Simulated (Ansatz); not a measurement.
Mulliken charges of phosphine from PBE/def2-TZVPP in Ansatz (PBE0-D4/def2-TZVP geometry).

```csv
atom,x (Å),y (Å),z (Å),charge (e)
P1,0.346,-0.327,-0.333,-0.141
H2,0.631,-0.034,1.027,0.047
H3,-1.006,-0.663,-0.057,0.047
H4,0.029,1.024,-0.637,0.047
```

By hand: the dipole of these point charges (1 e Å = 4.8032 D).

Σ q r = (-0.065, 0.061, 0.063) e Å, of length 0.109 e Å = 0.52 D.

How does the dipole of the full density compare? (Best estimate.)

Ansatz gave: (-0.083, 0.078, 0.079) e Å, 0.67 D; the point charges give 0.78 times that, at 1° from its direction.

Point charges leave out the atoms' own dipoles, such as those of lone pairs, and Mulliken's split depends on the basis, so the two needn't agree.
